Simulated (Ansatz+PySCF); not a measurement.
Two shapes of doublet SO2(+).

Shape 1:

```xyz
3

S     0.0000   -0.3739    0.0000
O     0.0000    0.1870    1.2575
O     0.0000    0.1870   -1.2575
```

Shape 2:

```xyz
3

S     0.0000   -0.3875    0.0000
O     0.0000    0.1938    1.3032
O     0.0000    0.1938   -1.3032
```

Basis set: cc-pVTZ on O; cc-pV(T+d)Z on S (spherical functions). Charge 1, multiplicity 2.

Computed with Ansatz (development build ahead of 0.2.0) and PySCF 2.14.0; each method stands on the lowest determinant of its kind that the runs found.

Question: Which shape is lower in energy, and by how much in each method?

Answer:

```
method  E(2) − E(1) (eV)
  ROHF             0.100
   UHF             0.041
```

Shape 1 is lower. Caution: the determinant breaks the point group. Caution for UHF: the unrestricted determinant is spin contaminated.
